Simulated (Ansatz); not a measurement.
**Y2Fe: from a trial structure to a relaxed crystal**

Level of theory: DFT PBE, scalar-relativistic, plane waves, PAW in Ansatz 0.2.0. Cutoff 420 eV, Γ-centred k mesh, Gaussian smearing, collinear spin, first started from parallel moments.

The start puts Y2Fe on the AlB2 structure type (P6/mmm, No. 191), with Fe in place of Al, Y in place of B, at a guessed volume.

```
CELL_PARAMETERS angstrom
4.01021 0.00000 0.00000
-2.00511 3.47295 0.00000
0.00000 0.00000 4.32996
ATOMIC_POSITIONS crystal
Y 0.33333 0.66667 0.50000
Y 0.66667 0.33333 0.50000
Fe 0.00000 0.00000 0.00000
```

Steps on the 6×6×4 mesh (3 atoms). 12 of 13 steps are shown, and the free energy counts from the last. Trial steps that were taken back and renewals of the plane-wave basis can be among the rows.

| step | ΔF (meV/atom) | V (Å³/atom) | P (GPa) |
| --- | --- | --- | --- |
| 1 | 1704.8 | 20.10 | 23.38 |
| 2 | 1192.8 | 21.44 | 12.62 |
| 3 | 811.5 | 22.00 | 7.69 |
| 4 | 530.9 | 22.13 | 4.81 |
| 5 | 330.2 | 21.95 | 3.64 |
| 6 | 198.4 | 23.15 | -1.59 |
| 8 | 103.0 | 21.32 | 0.13 |
| 9 | 98.7 | 21.60 | 0.07 |
| 10 | 30.6 | 21.60 | 4.02 |
| 11 | 5.6 | 22.57 | 1.56 |
| 12 | 0.2 | 23.31 | 0.02 |
| 13 | 0.0 | 23.31 | 0.01 |

A final relaxation ran on a 12×12×16 mesh. The relaxed crystal, P6/mmm (No. 191):

Space group P6/mmm (No. 191). a = 5.104 Å, b = 5.104 Å, c = 3.074 Å, α = 90.00°, β = 90.00°, γ = 120.00°
| atom | site | symmetry | x | y | z |
| --- | --- | --- | --- | --- | --- |
| Y | 2d | -6m2 | 0.3333 | 0.6667 | 0.5000 |
| Fe | 1a | 6/mmm | 0.0000 | 0.0000 | 0.0000 |

| Quantity | Value |
| --- | --- |
| Volume per atom | 23.12 Å³ |
| Density | 5.59 g/cm³ |
| Energy over the elements | 0.56 eV/atom |
| Gap on the 12×12×16 mesh | 0 eV (a metal) |
| Net moment per atom | 0.70 μB |
| Largest site moment | 2.90 μB |

Formation energies are uncorrected and refer to the elements' standard structures at the same level.

The final run used a 12×12×16 mesh on its 3-atom cell and 0.10 eV smearing. For metals, differences of a few meV/atom aren't resolved.

A structure relaxed within its symmetry needn't be a true minimum.

Cost: 4 runs of about 4 core-minutes in all, on Arm Neoverse V2 (shared hosts).